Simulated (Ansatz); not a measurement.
`N=C(Cl)CO`. Charge 0, multiplicity 1. Geometry: relaxed with PBE0-D4/def2-TZVP. It is one conformer, not always the lowest.

```xyz
9

N    -0.680   -1.004    0.849
C     0.285   -0.566    0.190
Cl    1.815   -1.389   -0.014
C     0.214    0.755   -0.510
O    -1.017    1.373   -0.322
H    -0.524   -1.909    1.282
H     0.412    0.582   -1.577
H     1.034    1.381   -0.133
H    -1.540    0.777    0.234
```

**Question.** What is the dipole moment at PBE/def2-TZVPP? (An estimate is asked.)

**Answer.** Computed: 1.60 D, with components (0.84, -1.31, 0.36) D in this frame, pointing from negative to positive charge.

**Question.** And with r2SCAN, B3LYP, ωB97M-V? (Estimate.)

**Answer.** Ansatz gave: r2SCAN 1.58 D, B3LYP 1.73 D, ωB97M-V 1.77 D.

**Question.** Give the Mulliken charges with PBE, ωB97M-V, r2SCAN in def2-TZVPP. (Estimate.)

**Answer.** The calculation gave: 
```tsv
atom	PBE	ωB97M-V	r2SCAN
N1	-0.24	-0.25	-0.32
C2	0.05	0.07	0.14
Cl3	-0.10	-0.06	-0.11
C4	0.07	0.05	0.19
O5	-0.31	-0.33	-0.37
H6	0.17	0.13	0.17
H7	0.08	0.10	0.04
H8	0.08	0.10	0.04
H9	0.19	0.19	0.22
```

B3LYP here is the variant with VWN-RPA as its local correlation; programs differ in this.
